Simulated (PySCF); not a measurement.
These 3 structures share the formula C3H6O2S. Computed with PBE0-D3(BJ)/def2-SVP geometry optimisation, gas phase in PySCF. Energies are electronic, without zero-point or thermal terms, for one conformer each. No frequencies were run at this level. Point groups hold within 0.08 Å.

Task: Order them by energy at this level, lowest first, and give relative energies in kcal/mol.
A. `[CH2:1]=[CH:2][S:3]([CH3:4])(=[O:5])=[O:6]` with C1–C2–S3–C4 -115°
B. `[O:1]=[S:2]1(=[O:3])[CH2:4][CH2:5][CH2:6]1` with O1–S2–C4–C5 126°, S2–C4–C5–C6 -17°, C4–C5–C6–S2 17°, O1–S2–C6–C5 -126°
C. `[CH3:1][O:2][C:3](=[S:4])[O:5][CH3:6]` with C1–O2–C3–S4 0°, O2–C3–O5–C6 0°

Result: C (0.0), B (41.9), A (51.4).

As drawn, the lowest has a C=S bond, which the highest lacks; the highest has an S=O bond and a C=C bond outside aromatic rings, which the lowest lacks.

```csv
SMILES,E (Eh),E rel (kcal/mol),dipole (D),point group,"A, B, C (MHz)"
COC(=S)OC,-665.79555,0.0,4.11,Cs,"3938, 2560, 1583"
O=S1(=O)CCC1,-665.72883,41.9,4.75,Cs,"4965, 2852, 2682"
C=CS(C)(=O)=O,-665.71371,51.4,4.45,C1,"4435, 2484, 2472"
```
